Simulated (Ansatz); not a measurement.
Geometry optimisation, Ansatz 0.2.0, UKS B3LYP-D4/def2-TZVP.

Input file:

```yaml
crystal:
  periodic: [false, false, false]
  atoms:
    - { symbol: "N", position_ang: [-0.8209, 0.325, -0.6495] }
    - { symbol: B, position_ang: [-0.3643, -0.6469, 0.3491] }
    - { symbol: S, position_ang: [0.6929, -0.0841, 1.7678] }
    - { symbol: H, position_ang: [-1.3365, -0.1536, -1.3807] }
    - { symbol: H, position_ang: [-0.0296, 0.7569, -1.1626] }
    - { symbol: H, position_ang: [1.9004, -0.2613, 1.0297] }
magnetization:
  spin_polarized: true
  initial_magnetization: 1
basis:
  gaussian: { orbitals: def2-TZVP }
hamiltonian:
  xc: b3lyp
  dispersion: d4
relax:
  f_tol: 0.015
  max_steps: 40
```

Launched with:

```bash
$ ansatz run input.yaml --threads 2 --pin off --max-ram 3072MiB --backend cpu --events-out ev --progress --plain --runs-dir out
```

**Question.** Where does it end, and by what steps?

**Answer.** The forces met the threshold. After 9 steps the energy has fallen by 0.900 eV; H6 moved furthest, 0.47 Å.

```
step  energy less start (eV)  largest force component (eV/Å)  accepted
   0                  0.0000                           2.134       yes
   1                 -0.3188                           2.228       yes
   2                 -0.6515                           1.363       yes
   3                 -0.8366                           0.198       yes
   4                 -0.7832                           1.343        no
   5                 -0.8694                           0.359       yes
   6                 -0.8929                           0.119       yes
   7                 -0.8994                           0.049       yes
   8                 -0.8995                           0.027       yes
   9                 -0.8996                           0.009       yes
```

```xyz
6
Properties=species:S:1:pos:R:3
N -0.627 0.086 -0.759
B -0.537 -0.444 0.514
S 0.786 -0.482 1.711
H -1.463 0.022 -1.315
H 0.129 0.573 -1.224
H 1.754 0.181 1.027
```

Run time: 13 s on 2 threads of Intel(R) Xeon(R) 6975P-C (Granite Rapids), with other jobs on the host, peak memory 0.23 GiB.
